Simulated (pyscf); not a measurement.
Elementary routes open to `[CH2]=[GeH2]` + `[H][H]` in the gas phase (singlet surface):
A. `[GeH2]` [singlet] + `[CH4]` (C–Ge, H–H broken; C–H, C–H formed)
B. `[CH3][GeH3]` (H–H broken; C–H, Ge–H formed)

PySCF, gas phase, ωB97X-D3(BJ)/def2-SVP geometries.

Question: Rank the routes by free-energy barrier at 900 K, lowest first, for ωB97M-D3(BJ)/def2-TZVP energies (ideal gas, 1 atm, RRHO with modes under 100 cm⁻¹ raised to 100, one conformer, R ln 2 for chiral ones without a mode under 150 cm⁻¹).

Answer: A (65.0 kcal/mol), B (67.7 kcal/mol)

Route A is the fastest of these, ahead of the next by 2.7 kcal/mol. The most stable products are those of B (ΔG = -26.9 kcal/mol), whose barrier is 2.7 kcal/mol higher: the kinetic and the thermodynamic product differ. At 298 K A is still the fastest. A: On the product side the descent ends in a complex, 4.3 kcal/mol under the separated species and 68.2 kcal/mol under the saddle at ωB97X-D3(BJ)/def2-TZVP. Only these routes are compared; each barrier is that of the saddle found, and lower ones may exist. Elements up to Kr have no core potential and no relativistic terms here.
